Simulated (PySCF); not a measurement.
HN, SMILES [NH], multiplicity 3. Atoms are numbered in the order given.

```xyz
2

N      0.0000     0.0000    -0.1299
H      0.0000     0.0000     0.9093
```
Charge 0, spin multiplicity 3.

The structure is a stationary point at PBE0-D3(BJ)/def2-TZVPD.

The numbers are results of B3LYP/def2-TZVPD (PySCF), not measurements.

Gas-phase values at a fixed geometry.

Computed frontier levels, dipole moment and polarisability:
```yaml
"α spin, highest occupied and lowest empty level": -9.34 and 0.38 eV
"β spin, highest occupied and lowest empty level": -9.97 and -3.24 eV
dipole_moment: 1.51 D
mean_static_polarisability: 10.0 bohr³ (1.48 Å³)
polarisability_principal_values: 9.0, 9.0, 11.8 bohr³
"⟨S²⟩": 2.006 (pure state 2.00)
```
